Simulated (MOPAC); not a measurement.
MOPAC input (PM7):

```
PM7 FORCE THERMO(298,298) PRECISE LET GEO-OK AUX(PRECISION=9) THREADS=1
Cl4Si

Si   -0.00000002 1    0.00000013 1    0.00000004 1
Cl    1.13297664 1    1.16081400 1    1.17131833 1
Cl   -1.15210414 1   -1.17420590 1    1.13886294 1
Cl    1.17710817 1   -1.13592052 1   -1.15204747 1
Cl   -1.15798065 1    1.14931230 1   -1.15813384 1
```

From the output:

```
    Cl    5   2.786534   0.340664   0.340664   0.340664   3.436290

          HEAT OF FORMATION =    -140.962711 KCALS/MOLE

          ZERO POINT ENERGY       4.477 KCAL/MOL

           NORMAL COORDINATE ANALYSIS (Total motion = 1 Angstrom)

   Root No.       1         2         3         4         5         6         7         8

                 1 E       1 E       1 T2      1 T2      1 T2      1 A1      2 T2      2 T2

                 129.4     129.4     194.0     194.0     194.0     444.6     615.5     615.5

           1   -0.0000   -0.0000    0.2156    0.0480    0.0119   -0.0000    0.4553    0.0841
           2   -0.0000    0.0000   -0.0493    0.2130    0.0313   -0.0000   -0.0914    0.4352
           3    0.0000   -0.0000   -0.0047   -0.0332    0.2186   -0.0000   -0.0170   -0.0874
           4   -0.0000    0.0000    0.2199    0.0490    0.0121    0.2500   -0.2676   -0.0494
           5    0.2499    0.0081    0.0398   -0.1719   -0.0253   -0.0000    0.0003   -0.0014
           6   -0.0081    0.2499    0.0038    0.0268   -0.1764   -0.0000    0.0001    0.0003
           7    0.2356    0.0076   -0.1019   -0.1513   -0.0252   -0.0833   -0.0478    0.0742
           8    0.0833    0.0027   -0.1640    0.1464    0.0188    0.2357    0.1314   -0.2121
           9    0.0081   -0.2499    0.0038    0.0268   -0.1764   -0.0000    0.0001    0.0003
          10   -0.1244    0.2002   -0.1421    0.0486   -0.1069   -0.0833   -0.0253   -0.0596
          11   -0.1619   -0.1496    0.0849   -0.0483   -0.1628   -0.1179   -0.0335   -0.0853
          12   -0.1443   -0.0047   -0.0744   -0.1873    0.0619    0.2041    0.0585    0.1456
          13   -0.1112   -0.2078   -0.1467    0.0157    0.1105   -0.0833   -0.0199   -0.0318
          14   -0.1712    0.1389    0.0784   -0.0950    0.1445   -0.1179   -0.0258   -0.0460
          15    0.1443    0.0047    0.0706    0.1600    0.1178   -0.2041   -0.0452   -0.0770

   Root No.       9

                 2 T2

                 615.5

           1    0.0353
           2    0.0882
           3    0.4734
           4   -0.0208
           5   -0.0003
           6   -0.0015
           7    0.0138
           8   -0.0396
           9   -0.0015
          10    0.0648
          11    0.0915
          12   -0.1605
          13   -0.0858
          14   -0.1215
          15   -0.2115

           MASS-WEIGHTED COORDINATE ANALYSIS (NORMAL COORDINATES)

   Root No.       1         2         3         4         5         6         7         8

                 1 E       1 E       1 T2      1 T2      1 T2      1 A1      2 T2      2 T2

                 129.4     129.4     194.0     194.0     194.0     444.6     615.5     615.5

           1   -0.0000   -0.0000    0.4352    0.1113    0.0235   -0.0000    0.7789    0.1489
           2   -0.0000    0.0000   -0.1134    0.4317    0.0556   -0.0000   -0.1567    0.7689
           3    0.0000   -0.0000   -0.0088   -0.0597    0.4458   -0.0000   -0.0325   -0.1379
           4   -0.0000    0.0000    0.4986    0.1275    0.0269    0.5000   -0.5143   -0.0983
           5    0.4989   -0.0336    0.1028   -0.3914   -0.0504   -0.0000    0.0006   -0.0028
           6    0.0336    0.4989    0.0080    0.0541   -0.4041   -0.0000    0.0001    0.0005
           7    0.4703   -0.0317   -0.2222   -0.3540   -0.0518   -0.1667   -0.0920    0.1473
           8    0.1663   -0.0112   -0.3848    0.3244    0.0358    0.4714    0.2528   -0.4209
           9   -0.0336   -0.4989    0.0080    0.0541   -0.4041   -0.0000    0.0001    0.0005
          10   -0.2077    0.4232   -0.3270    0.0970   -0.2470   -0.1667   -0.0493   -0.1154
          11   -0.3520   -0.2656    0.1984   -0.1115   -0.3696   -0.2357   -0.0652   -0.1652
          12   -0.2880    0.0194   -0.1576   -0.4308    0.1487    0.4082    0.1140    0.2818
          13   -0.2626   -0.3915   -0.3368    0.0304    0.2510   -0.1667   -0.0377   -0.0661
          14   -0.3132    0.3104    0.1845   -0.2058    0.3347   -0.2357   -0.0487   -0.0955
          15    0.2880   -0.0194    0.1494    0.3757    0.2628   -0.4082   -0.0852   -0.1601

   Root No.       9

                 2 T2

                 615.5

           1    0.0586
           2    0.1290
           3    0.7825
           4   -0.0387
           5   -0.0005
           6   -0.0028
           7    0.0221
           8   -0.0637
           9   -0.0028
          10    0.1221
          11    0.1724
          12   -0.3023
          13   -0.1577
          14   -0.2231
          15   -0.3885

          DESCRIPTION OF VIBRATIONS

 VIBRATION          2    1E          ATOM PAIR     ENERGY CONTRIBUTION    RADIAL
 FREQUENCY           129.41         Si1 -- Cl2         +25.0% ( 39.5%)      0.0%
 TRANSITION DIPOLE   0.0000         Si1 -- Cl3         +25.0% ( 39.5%)      0.0%
 TRAVEL (Ang.)       0.2425         Si1 -- Cl4         +25.0% ( 39.5%)      0.0%
 REDUCED MASS        8.8633         Si1 -- Cl5         +25.0% ( 39.5%)      0.0%
 EFFECTIVE MASS     35.4530
 FORCE CONSTANT      0.0875

 VIBRATION          5    1T2         ATOM PAIR     ENERGY CONTRIBUTION    RADIAL
 FREQUENCY           193.98         Si1 -- Cl2         +30.6% (120.4%)      0.0%
 TRANSITION DIPOLE   1.5685         Si1 -- Cl3         +30.5% (120.1%)      0.0%
 TRAVEL (Ang.)       0.2236         Si1 -- Cl4         +21.5% (100.8%)      0.7%
 REDUCED MASS        6.9492         Si1 -- Cl5         +17.3% ( 90.5%)      2.1%
 EFFECTIVE MASS     34.4452
 FORCE CONSTANT      0.1541

 VIBRATION          6    1A1         ATOM PAIR     ENERGY CONTRIBUTION    RADIAL
 FREQUENCY           444.56         Si1 -- Cl2         +25.0% ( 45.5%)    100.0%
 TRANSITION DIPOLE   0.0000         Si1 -- Cl3         +25.0% ( 45.5%)    100.0%
 TRAVEL (Ang.)       0.1308         Si1 -- Cl4         +25.0% ( 45.5%)    100.0%
 REDUCED MASS        8.8633         Si1 -- Cl5         +25.0% ( 45.5%)    100.0%
 EFFECTIVE MASS     35.4530
 FORCE CONSTANT      1.0321

 VIBRATION          9    2T2         ATOM PAIR     ENERGY CONTRIBUTION    RADIAL
 FREQUENCY           615.52         Si1 -- Cl5         +34.7% ( 88.3%)     92.5%
 TRANSITION DIPOLE   5.9978         Si1 -- Cl4         +28.2% ( 79.6%)     72.7%
 TRAVEL (Ang.)       0.0894         Si1 -- Cl3         +18.7% ( 64.8%)      4.4%
 REDUCED MASS       13.6912         Si1 -- Cl2         +18.5% ( 64.4%)      1.5%
 EFFECTIVE MASS     30.6999
 FORCE CONSTANT      3.0561

      SYMMETRY NUMBER FOR POINT-GROUP Td  = 12

          SYSTEM IS A GROUND STATE

 Cl4Si

          MOLECULE IS NOT LINEAR

          THERE ARE  9 GENUINE VIBRATIONS IN THIS SYSTEM
          THIS THERMODYNAMICS CALCULATION IS LIMITED TO
          MOLECULES WHICH HAVE NO INTERNAL ROTATIONS

                    CALCULATED THERMODYNAMIC PROPERTIES
                                          *
   TEMP. (K)   PARTITION FUNCTION   H.O.F.    ENTHALPY  HEAT CAPACITY ENTROPY
                                   KCAL/MOL   CAL/MOLE    CAL/K/MOL  CAL/K/MOL

 298.00  VIB.     0.2732D+02                  2378.5159    13.7595    14.5546
```
